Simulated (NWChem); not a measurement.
System: SiH2, triplet; SMILES [SiH2]

Input file for NWChem:

```
start job
memory heap 200 mb stack 900 mb global 1100 mb
geometry units angstroms noautoz
  Si     0.000000     0.000000     0.134441
  H      1.287307     0.000000    -0.623186
  H     -1.287307     0.000000    -0.623186
end
basis spherical
  * library 6-31+g*
end
dft
  odft
  mult 3
  xc pbe0
  iterations 150
  mulliken
end
task dft energy
```

In the optimisation the excess spin sits in a1 and b2 (C2v, its own frame). Structure relaxed at the PBE0/def2-SVP, spin-unrestricted level. No stability test was run on the SCF state.

Q: What results follow from this input? (PBE0/6-31+G* (spherical d), spin-unrestricted.) Quantities: basis functions; energy (Ha); highest occupied level (eV); lowest empty minus highest occupied level, either spin (eV); dipole (D); <S²>.

A: 
| Quantity | Result |
|---|---|
| number of basis functions | 26 |
| energy (Ha) | -290.44 |
| highest occupied level (eV) | -5.76 |
| lowest empty minus highest occupied level, either spin (eV) | 2.53 |
| dipole (D) | 0.07 |
| <S²> | 2.00 |
